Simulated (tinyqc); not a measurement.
Worked calculation (part 2 of 2): RHF in the sto-3g basis, for OH-, spin multiplicity 1. The basis has no diffuse functions, so it cannot describe the extra electron: this is an exercise in the method, not the real anion. Computed by tinyqc, a small Python program that keeps every step (integrals from PySCF). Command: `OMP_NUM_THREADS=1 python tinyqc.py 21703 21704 out.jsonl` (the two numbers bound the seeds that draw the settings). One thread of a shared host (Intel(R) Xeon(R) Processor @ 2.60GHz), about 0.06 s of CPU time with the checks.

Geometry (angstrom):
```
atom       x       y       z
O     0.0000  0.0000  0.0000
H     0.0000  0.0000  1.2610
```

## Convergence

Stop when the energy changes by less than 1e-10 hartree and every element of the error matrix X^T (F D S - S D F) X is below 3e-06.

Course of the cycle:
```
iteration  E (hartree)     change  largest element of the error matrix
1           -72.937530          -                             5.31e-01
2           -73.986262  -1.05e+00                             2.24e-01
3           -74.043600  -5.73e-02                             6.51e-02
4           -74.047971  -4.37e-03                             5.08e-03
5           -74.047986  -1.51e-05                             1.22e-04
6           -74.047986  -1.28e-08                             8.60e-07
7           -74.047986  -6.96e-13                             1.63e-08
```

PySCF RHF in the same basis = -74.047986 hartree

Converged in 7 iterations.

## Populations, bond orders and dipole

D after iteration 7, lower triangle:
```
          1O 1s    1O 2s  1O 2px  1O 2py  1O 2pz   2H 1s
1O 1s    2.1171
1O 2s   -0.4996   2.1527
1O 2px   0.0000   0.0000  2.0000
1O 2py   0.0000   0.0000  0.0000  2.0000
1O 2pz   0.0779  -0.3763  0.0000  0.0000  0.4644
2H 1s    0.0238  -0.2682  0.0000  0.0000  0.7424  1.2472
```

overlap S, lower triangle:
```
         1O 1s   1O 2s  1O 2px  1O 2py  1O 2pz   2H 1s
1O 1s   1.0000
1O 2s   0.2367  1.0000
1O 2px  0.0000  0.0000  1.0000
1O 2py  0.0000  0.0000  0.0000  1.0000
1O 2pz  0.0000  0.0000  0.0000  0.0000  1.0000
2H 1s   0.0263  0.2997  0.0000  0.0000  0.2793  1.0000
```

Mulliken: Z minus the diagonal of D S on the atom; Loewdin: the same with S^(1/2) D S^(1/2); Mayer order: 2 sum_s sum (D(s) S)_ij (D(s) S)_ji over the two atoms.

Charges (e):
```
atom  Mulliken  Loewdin
1O     -0.6252  -0.6375
2H     -0.3748  -0.3625
```

Mayer bond orders:
```
pair   order
2-1   0.8595
```

dipole moment about the origin, x y z (debye): 0.0000  0.0000  -1.6853
